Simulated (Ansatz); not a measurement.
`CCCC(C)(C)CC` → `CC(C)CC(C)(C)C`  (isomerisation)

Computed with Ansatz on PBE0-D4/def2-TZVP structures; ΔE is electronic, products minus reactants. CCSD(T)/CBS adds triple-zeta CCSD(T) − MP2 to the extrapolated MP2 energy (def2 sets, frozen cores). DFT in def2-TZVPP. B3LYP here is the variant with VWN-RPA as its local correlation; programs differ in this. HSE06 is defined as in plane-wave codes. Each species was taken in one conformer, which may not be the lowest.

| level | ΔE (kJ/mol) | difference from CCSD(T)/CBS |
| --- | --- | --- |
| revPBE-D4 | 2.6 | 0.3 |
| PBE0-D4 | 3.7 | 1.4 |
| HSE06-D4 | 3.7 | 1.4 |
| ωB97X-V | 3.2 | 0.9 |
| ωB97M-V | 2.8 | 0.5 |
| PBE-QIDH | 3.4 | 1.1 |
| PBE | 3.9 | 1.6 |
| r2SCAN | 2.8 | 0.5 |
| B3LYP | 4.7 | 2.4 |
| r2SCANh | 3.1 | 0.8 |
| HSE06 | 4.4 | 2.1 |
| CAM-B3LYP | 4.0 | 1.7 |
| HF/def2-TZVPP | 6.0 | 3.7 |
| CCSD/def2-TZVPP | 2.5 | 0.2 |
| HF/def2-QZVPP | 6.0 | 3.7 |
| CCSD/CBS(def2) | 3.1 | 0.8 |
| CCSD(T)/CBS | 2.3 | 0 |

Largest T1 diagnostic among the species: 0.009.

Leaving LDA and LC-ωPBE aside and taking each functional with its dispersion term where it has one, the values, not all of them listed here, spread over 1.2 kJ/mol, from BLYP-D4 to BHLYP-D4. In def2-TZVPP, CCSD(T) changes the Hartree–Fock value by −4.3 kJ/mol (the triples alone add −0.8 kJ/mol) and MP2 by −4.9 kJ/mol.
